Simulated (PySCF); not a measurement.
Molecule (SMILES): FF (F2).
Geometry (B3LYP-D3(BJ)/def2-TZVP, fixed):
```
F
F 1 1.3965
```
Charge 0, spin multiplicity 1.

Basis-set convergence of the mean static polarisability at PBE0 with PySCF. All functions are spherical. Density fitting with generated auxiliary sets. No added dispersion term, no relativity. Reference: the value in aug-cc-pV5Z, 8.46 bohr³, itself unsure by roughly 0.6 % (its mean distance from d-aug-cc-pVTZ, aug-pcseg-3, aug-cc-pVQZ). Deviations are taken from unrounded values.

| basis | functions |
|---|---|
| cc-pVDZ | 28 |
| aug-pcseg-1 | 46 |
| cc-pVTZ | 60 |
| d-aug-cc-pVDZ | 64 |
| aug-pcseg-2 | 92 |
| cc-pVQZ | 110 |
| d-aug-cc-pVTZ | 124 |
| aug-pcseg-3 | 170 |
| cc-pV5Z | 182 |

Problem. Which is the smallest set listed that can be trusted to 5 % here, that is, within that of the reference together with its larger relatives (same family, alike in diffuse functions; a set with none to test it counts only in the reference's own line)?

Solution. The smallest set listed that lies within 5 % of the reference with all its larger relatives (same family, alike in diffuse functions; a set with none counts only in the reference's own line) is aug-pcseg-1 (46 functions, -0.6 % off). Value minus reference over the reference: cc-pVDZ -50.6, aug-pcseg-1 -0.6, cc-pVTZ -35.3, d-aug-cc-pVDZ 0.3, aug-pcseg-2 -0.2, cc-pVQZ -23.2, d-aug-cc-pVTZ 0.6, aug-pcseg-3 0.6, cc-pV5Z -15.1 %.
